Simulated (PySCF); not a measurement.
Gas-phase reaction: N2 + 2 SiH3 → SiH2(NH2)2 + Si

Energies from PySCF, thermal terms from the rigid-rotor harmonic-oscillator model, ideal gas at 1 bar. † marks an energy on the PBE0/def2-TZVP geometry and frequencies; other levels use their own. MP2 and CCSD(T) freeze the core. 6-31G* has spherical d functions here. Open shells (unrestricted): SiH3 (multiplicity 2), Si (multiplicity 3); the rest are closed-shell singlets. Spin-orbit splitting is ignored; it lowers the true energy and changes the entropy of Si. B3LYP is the form with VWN-RPA correlation. SiH2(NH2)2: computed as isolated molecules; such fragments, hydroxides, amides, oligomers or adducts are transient or little studied in the gas. MP2 isn't extrapolated to the basis-set limit. CCSD(T) isn't extrapolated to the basis-set limit.

```csv
level,"ΔH°(298 K), kJ"
B3LYP/6-31G*,?
B3LYP/def2-TZVP†,?
CCSD(T)/def2-TZVPP†,?
MP2/def2-SVP†,-26
PBE/def2-SVP,-45
PBE0/def2-QZVP†,-100
PBE0/def2-SVP†,?
r2SCAN/def2-TZVP†,-70
ωB97M-V/def2-TZVP†,-93
ωB97X-V/def2-TZVP†,-74
```

### Question
Fill in the missing entries.

### Answer

- B3LYP/6-31G*, ΔH°(298 K), kJ: -37
- B3LYP/def2-TZVP†, ΔH°(298 K), kJ: -64
- CCSD(T)/def2-TZVPP†, ΔH°(298 K), kJ: -77
- PBE0/def2-SVP†, ΔH°(298 K), kJ: -70
